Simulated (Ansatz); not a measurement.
We consider zinc-blende HgS (metastable phase), described by PBE in Ansatz (plane waves, PAW).

Settings: plane-wave cutoff 500 eV, 12×12×12 k mesh, Fermi–Dirac smearing 0.05 eV, scalar-relativistic PAW data made under PBE.

Computed at the level's own relaxed cell.

**Question.** Give the computed volume per atom and lattice constant a.

**Answer.** 
- volume per atom: 26.88 Å³/atom
- lattice constant a: 5.991 Å

The run finds no gap.

Measured, for comparison: equilibrium volume per atom 24.91 Å³/atom, lattice constant a 5.841 Å (295 K, not corrected to a static lattice; as tabulated in Cardona et al. (2009), arXiv:0908.2634). Computed (rounded) less measured: equilibrium volume per atom +7.9 %, lattice constant a +2.6 %.

Spin–orbit coupling is not included; it can shift volumes and moduli of such heavy elements.

Static lattice: no zero-point or thermal effects.

The result took very roughly 29 core-seconds.

Ansatz is a quantum-chemistry and plane-wave program.
